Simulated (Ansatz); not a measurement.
Results of PBEsol (Ansatz, an electronic-structure program, plane waves, PAW) for zinc-blende BeTe.

Run with plane-wave cutoff 520 eV, 10×10×10 k mesh, Fermi–Dirac smearing 0.01 eV, scalar-relativistic PAW data made under PBE.

Results at a series of volumes:

```tsv
V (Å³/atom)	E − E_lowest (meV/atom)	P (GPa)
20.683	16.58	4.23
21.123	7.13	2.68
21.564	1.73	1.28
22.004	0.00	0.01
22.444	1.59	-1.14
22.884	6.18	-2.18
23.324	13.49	-3.13
```

Question: Fit the third-order Birch–Murnaghan equation and give B0 and B′.

Answer: V0 = 22.006 Å³/atom, B0 = 60.3 GPa, B′ = 4.0 (fit to the energies at full precision).

Measured, for comparison: bulk modulus 67 GPa (room temperature, no zero-point or thermal correction; as tabulated in Elmahjoubi et al. (2023), arXiv:2303.01780); equilibrium volume per atom 22.26 Å³/atom (temperature not stated, no zero-point or thermal correction; as tabulated in Bernardini et al. (2000), arXiv:cond-mat/0007180). Computed (rounded) less measured: bulk modulus -10 %, equilibrium volume per atom -1.1 %. A static lattice is as a rule a little smaller and stiffer than an uncorrected measurement, which narrows the difference in the equilibrium volume per atom and would widen misses of the other sign.

Spin–orbit coupling is not included.

Static lattice: no zero-point or thermal effects.
